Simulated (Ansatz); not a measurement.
Born–Oppenheimer molecular dynamics of C$_{2}$H$_{5}$FN$_{2}$O (11 atoms, charge 0, multiplicity 1). It starts at the highest image of a converged band. Of that band: The profile has 2 maxima (images 2, 5) with wells between them (image 3): this band takes more than one step, which may be the mechanism or a detour left from its start path. A structure lower than the first end lies on the path between it and the top, so the climb from that side starts below the end, which may itself be a saddle point or a shallow side well. Neighbouring images differ by up to 1.6 eV, so the band resolves the path poorly. A vibrational analysis at the climbing image gives one clearly imaginary mode, 1053i cm⁻¹: a first-order saddle point.

All numbers below come from Ansatz, RKS r2SCANh-D4/STO-3G.

```json
{"ensemble": "NVE (velocity Verlet)", "time step": "0.5 fs", "steps asked": "94", "starting velocities drawn for": "300 K", "seed": "2894"}
```

Frames 1 fs apart, positions in Å, forces in eV/Å.

Velocities at 25 fs (Å/ps):

```
C 2.34 -2.18 -2.56
N 2.60 -16.88 1.40
C -2.73 20.91 0.88
N 2.18 12.32 1.35
O -0.31 -1.99 -1.59
F -4.07 -4.05 0.65
H 0.06 8.31 -1.02
H -5.73 1.14 5.64
H 25.73 -41.21 -0.48
H -10.71 -30.56 -3.43
H 10.52 10.62 -5.91
```

```xyz
11
Properties=species:S:1:pos:R:3:forces:R:3 time_fs=25 energy_less_start_eV=-0.503 T=734
C -0.234 -1.721 -0.529 -0.36 0.13 1.37
N 0.430 -1.035 0.373 -0.72 -1.30 1.63
C 0.475 1.151 0.071 1.26 0.66 -0.39
N -0.400 1.189 1.049 -0.36 0.30 1.42
O -0.037 1.200 -1.210 -1.34 0.32 -1.07
F 1.844 1.245 0.007 -0.57 -0.12 0.43
H -1.231 -2.176 -0.308 0.59 -0.04 -0.71
H 0.261 -1.803 -1.494 -0.32 -0.21 -0.69
H -0.177 -1.039 1.313 0.93 -0.02 -1.66
H 0.159 1.060 1.944 0.03 0.36 0.14
H -1.046 1.233 -0.959 0.88 -0.08 -0.48
11
Properties=species:S:1:pos:R:3:forces:R:3 time_fs=26 energy_less_start_eV=-0.571 T=791
C -0.232 -1.723 -0.531 -0.53 0.10 1.52
N 0.433 -1.052 0.374 -0.06 -1.10 1.16
C 0.472 1.173 0.072 1.19 0.44 -0.42
N -0.398 1.202 1.051 -0.52 0.18 1.20
O -0.038 1.198 -1.211 -0.66 0.41 -1.10
F 1.840 1.241 0.007 -0.43 -0.08 0.42
H -1.228 -2.168 -0.312 0.41 -0.16 -0.69
H 0.254 -1.803 -1.493 -0.16 -0.19 -1.00
H -0.148 -1.081 1.305 0.43 0.05 -1.05
H 0.148 1.031 1.942 0.17 0.44 0.28
H -1.032 1.243 -0.967 0.18 -0.08 -0.33
11
Properties=species:S:1:pos:R:3:forces:R:3 time_fs=27 energy_less_start_eV=-0.611 T=825
C -0.230 -1.725 -0.532 -0.36 0.08 1.18
N 0.435 -1.070 0.377 0.82 -0.87 0.21
C 0.471 1.194 0.072 1.00 0.19 -0.41
N -0.396 1.214 1.054 -0.57 0.08 1.03
O -0.039 1.196 -1.214 0.25 0.48 -1.13
F 1.835 1.237 0.008 -0.27 -0.04 0.40
H -1.222 -2.161 -0.323 0.05 -0.33 -0.57
H 0.246 -1.805 -1.500 -0.15 -0.12 -0.93
H -0.114 -1.121 1.287 -0.31 0.08 0.06
H 0.140 1.006 1.942 0.24 0.51 0.29
H -1.016 1.253 -0.978 -0.70 -0.06 -0.13
11
Properties=species:S:1:pos:R:3:forces:R:3 time_fs=28 energy_less_start_eV=-0.598 T=815
C -0.229 -1.727 -0.532 -0.02 0.02 0.42
N 0.438 -1.089 0.380 1.71 -0.61 -0.85
C 0.471 1.216 0.072 0.69 -0.05 -0.35
N -0.395 1.227 1.057 -0.51 -0.03 0.91
O -0.040 1.195 -1.217 0.91 0.54 -1.10
F 1.831 1.232 0.010 -0.07 0.00 0.37
H -1.215 -2.158 -0.340 -0.34 -0.50 -0.39
H 0.235 -1.807 -1.516 -0.24 0.00 -0.52
H -0.083 -1.161 1.270 -1.07 0.06 1.30
H 0.133 0.987 1.944 0.26 0.60 0.18
H -1.007 1.262 -0.991 -1.31 -0.03 0.03
11
Properties=species:S:1:pos:R:3:forces:R:3 time_fs=29 energy_less_start_eV=-0.587 T=806
C -0.227 -1.729 -0.532 0.17 -0.15 -0.52
N 0.442 -1.108 0.382 2.21 -0.35 -1.25
C 0.471 1.237 0.072 0.28 -0.29 -0.24
N -0.394 1.240 1.061 -0.38 -0.13 0.81
O -0.040 1.194 -1.221 0.92 0.63 -0.95
F 1.826 1.228 0.011 0.14 0.04 0.34
H -1.211 -2.160 -0.359 -0.59 -0.59 -0.21
H 0.223 -1.810 -1.537 -0.35 0.15 0.04
H -0.063 -1.201 1.266 -1.42 0.03 1.91
H 0.129 0.973 1.949 0.24 0.70 0.01
H -1.010 1.270 -1.003 -1.22 -0.03 0.06
11
Properties=species:S:1:pos:R:3:forces:R:3 time_fs=30 energy_less_start_eV=-0.622 T=835
C -0.226 -1.731 -0.531 -0.03 -0.47 -1.34
N 0.448 -1.127 0.384 2.09 -0.18 -0.53
C 0.471 1.259 0.071 -0.18 -0.51 -0.11
N -0.393 1.252 1.065 -0.23 -0.19 0.66
O -0.040 1.193 -1.226 0.31 0.75 -0.69
F 1.821 1.224 0.013 0.36 0.07 0.30
H -1.212 -2.167 -0.382 -0.55 -0.53 -0.07
H 0.207 -1.812 -1.558 -0.37 0.28 0.50
H -0.055 -1.240 1.278 -1.14 0.08 1.42
H 0.127 0.966 1.953 0.22 0.78 -0.13
H -1.024 1.278 -1.015 -0.49 -0.08 -0.02
11
Properties=species:S:1:pos:R:3:forces:R:3 time_fs=31 energy_less_start_eV=-0.651 T=859
C -0.224 -1.734 -0.532 -0.59 -0.84 -1.84
N 0.455 -1.147 0.385 1.55 -0.15 0.82
C 0.471 1.280 0.071 -0.64 -0.72 0.03
N -0.392 1.264 1.070 -0.09 -0.20 0.43
O -0.040 1.193 -1.231 -0.47 0.89 -0.41
F 1.817 1.220 0.014 0.55 0.10 0.27
H -1.219 -2.179 -0.404 -0.24 -0.35 0.05
H 0.188 -1.810 -1.574 -0.26 0.38 0.74
H -0.058 -1.278 1.304 -0.47 0.22 0.22
H 0.127 0.966 1.957 0.24 0.82 -0.20
H -1.043 1.286 -1.027 0.41 -0.15 -0.11
11
Properties=species:S:1:pos:R:3:forces:R:3 time_fs=32 energy_less_start_eV=-0.632 T=844
C -0.223 -1.737 -0.535 -1.24 -1.14 -1.91
N 0.463 -1.166 0.387 0.93 -0.21 1.97
C 0.471 1.300 0.070 -1.03 -0.93 0.12
N -0.392 1.276 1.076 0.00 -0.16 0.12
O -0.040 1.193 -1.236 -0.99 1.00 -0.17
F 1.813 1.216 0.016 0.68 0.13 0.25
H -1.228 -2.194 -0.427 0.17 -0.11 0.16
H 0.166 -1.805 -1.583 -0.05 0.45 0.69
H -0.066 -1.315 1.332 0.18 0.37 -0.92
H 0.130 0.974 1.958 0.30 0.81 -0.17
H -1.058 1.292 -1.040 1.05 -0.20 -0.15
11
Properties=species:S:1:pos:R:3:forces:R:3 time_fs=33 energy_less_start_eV=-0.603 T=819
C -0.223 -1.741 -0.539 -1.70 -1.25 -1.54
N 0.472 -1.186 0.390 0.38 -0.33 2.47
C 0.470 1.320 0.070 -1.31 -1.13 0.15
N -0.391 1.289 1.081 0.04 -0.09 -0.23
O -0.040 1.194 -1.241 -1.04 1.05 0.03
F 1.809 1.212 0.018 0.74 0.17 0.23
H -1.236 -2.211 -0.447 0.50 0.10 0.28
H 0.144 -1.796 -1.585 0.23 0.47 0.38
H -0.072 -1.347 1.352 0.59 0.45 -1.59
H 0.135 0.990 1.958 0.38 0.76 -0.06
H -1.064 1.296 -1.054 1.20 -0.20 -0.11
11
Properties=species:S:1:pos:R:3:forces:R:3 time_fs=34 energy_less_start_eV=-0.610 T=825
C -0.224 -1.746 -0.544 -1.80 -1.13 -0.84
N 0.481 -1.206 0.394 -0.06 -0.48 2.23
C 0.467 1.339 0.070 -1.43 -1.33 0.09
N -0.391 1.301 1.086 0.06 0.01 -0.54
O -0.041 1.196 -1.246 -0.60 1.05 0.18
F 1.806 1.208 0.020 0.71 0.22 0.21
H -1.238 -2.227 -0.465 0.63 0.23 0.38
H 0.124 -1.782 -1.585 0.50 0.46 -0.06
H -0.073 -1.376 1.356 0.72 0.44 -1.71
H 0.144 1.013 1.958 0.45 0.69 0.08
H -1.058 1.298 -1.069 0.83 -0.15 -0.02
11
Properties=species:S:1:pos:R:3:forces:R:3 time_fs=35 energy_less_start_eV=-0.652 T=861
C -0.227 -1.752 -0.550 -1.44 -0.81 -0.04
N 0.490 -1.226 0.401 -0.35 -0.60 1.31
C 0.464 1.356 0.070 -1.39 -1.53 -0.04
N -0.390 1.313 1.091 0.07 0.09 -0.74
O -0.043 1.198 -1.251 0.24 1.00 0.29
F 1.803 1.204 0.022 0.58 0.29 0.20
H -1.235 -2.240 -0.480 0.53 0.24 0.47
H 0.109 -1.764 -1.584 0.69 0.43 -0.45
H -0.067 -1.400 1.345 0.55 0.34 -1.28
H 0.158 1.042 1.958 0.48 0.62 0.15
H -1.044 1.299 -1.085 0.04 -0.06 0.12
11
Properties=species:S:1:pos:R:3:forces:R:3 time_fs=36 energy_less_start_eV=-0.687 T=891
C -0.231 -1.758 -0.556 -0.66 -0.33 0.56
N 0.498 -1.247 0.408 -0.43 -0.64 -0.15
C 0.460 1.373 0.069 -1.21 -1.72 -0.22
N -0.390 1.325 1.095 0.12 0.14 -0.76
O -0.044 1.200 -1.256 1.14 0.93 0.39
F 1.800 1.201 0.025 0.39 0.36 0.20
H -1.227 -2.251 -0.490 0.23 0.14 0.52
H 0.100 -1.742 -1.588 0.73 0.38 -0.57
H -0.056 -1.421 1.322 0.10 0.12 -0.35
H 0.175 1.078 1.959 0.42 0.58 0.13
H -1.031 1.299 -1.099 -0.84 0.04 0.25
```

Of the whole run (47 fs, mean temperature of the second half 847 K): The conserved energy stayed within 0.17 meV per atom of its start (net change 0.048 meV per atom), so the integration is sound. The kinetic energy rose, since the run started high on the potential surface and went downhill. It ends in pieces (CH2FNO + CH3N), so much of that is their flight and rotation, not heat. A run of 0.047 ps of so small a system gives no equilibrium averages. The orbitals stay closed-shell, which can raise the energy where a bond breaks towards radicals; this wasn't checked here. Limits of this set-up: minimal basis.

The run took 6.5 min on 1 thread of AMD EPYC 7R43 64-Core Processor (Zen 3), on a shared host, peak memory 0.14 GiB.
